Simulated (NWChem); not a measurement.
## Lowest excitation of water (H$_{2}$O)

```xyz
3

O      0.0000     0.0000     0.1226
H      0.7577     0.0000    -0.4905
H     -0.7577     0.0000    -0.4905
```
Charge 0, spin multiplicity 1.

The numbers come from NWChem runs, not from measurements. The geometry was optimised at PBE/def2-SVP, a minimum by its harmonic frequencies.

Basis set: def2-SVPD.

The correlated methods keep 1 core orbital frozen. B3LYP has NWChem's definition, with VWN1-RPA local correlation. No row is a measurement; the coupled-cluster row has its own basis-set and correlation limits.

**Question.** Order these methods by the lowest vertical singlet excitation energy they give, lowest first: EOM-CCSD, TD-PBE, CIS, TD-LDA (SVWN5), TD-B3LYP.

**Answer.** TD-PBE (6.90 eV), TD-LDA (SVWN5) (7.02 eV), TD-B3LYP (7.29 eV), EOM-CCSD (7.71 eV), CIS (8.92 eV)
